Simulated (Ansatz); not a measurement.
[Cl···H···SiH], doublet: reading a ladder of total energies

Geometry: a point of a hydrogen-transfer path between rigid fragments, not a stationary point.

```json
{"atom": "Cl", "x (Å)": "-1.5683", "y (Å)": "0.0227", "z (Å)": "0.0000"}
{"atom": "H", "x (Å)": "-0.1823", "y (Å)": "0.0227", "z (Å)": "0.0000"}
{"atom": "Si", "x (Å)": "1.9037", "y (Å)": "0.0227", "z (Å)": "0.0000"}
{"atom": "H", "x (Å)": "2.3001", "y (Å)": "-1.4568", "z (Å)": "0.0000"}
```

Basis cc-pVDZ; Ansatz 0.2.0. Only valence electrons are correlated (noble-gas cores frozen), which leaves 13 electrons in 36 orbitals. R marks a restricted (for open shells ROHF) determinant, U an unrestricted one.

Full CI isn't at hand for all of this; UCCSDT(Q) serves as the reference, and is uncertain by about the last step of the cluster series.

Runs differ by some tens of microhartree through their thresholds and, for an open shell, their frozen cores, so steps under 0.03 kcal/mol mean nothing.

| level | total energy (hartree) |
| --- | --- |
| UHF | -749.506163 |
| UMP2 | -749.724536 |
| UCCSD | -749.763543 |
| UCCSD(T) | -749.768600 |
| UCCSDT | -749.769469 |
| UCCSDT(Q) | -749.769874 |

What is the correlation energy at UCCSDT(Q), and what share of it do UMP2 and UCCSD(T) recover?

E(corr) = -749.769874 − (-749.506163) = -0.263711 hartree = -7.176 eV. UMP2: -0.218373 / -0.263711 = 82.81 %. UCCSD(T): -0.262437 / -0.263711 = 99.52 %.

By how many kcal/mol does UCCSD(T) miss UCCSDT(Q) (1 hartree = 627.509 kcal/mol), and which steps make up the rest?

-749.768600 − (-749.769874) = 0.001274 hartree = 0.80 kcal/mol. Steps: UCCSDT − UCCSD(T) = -0.55, UCCSDT(Q) − UCCSDT = -0.25 kcal/mol. That is within 1 kcal/mol of the reference in this basis, which itself misses far more of the correlation at the basis-set limit.
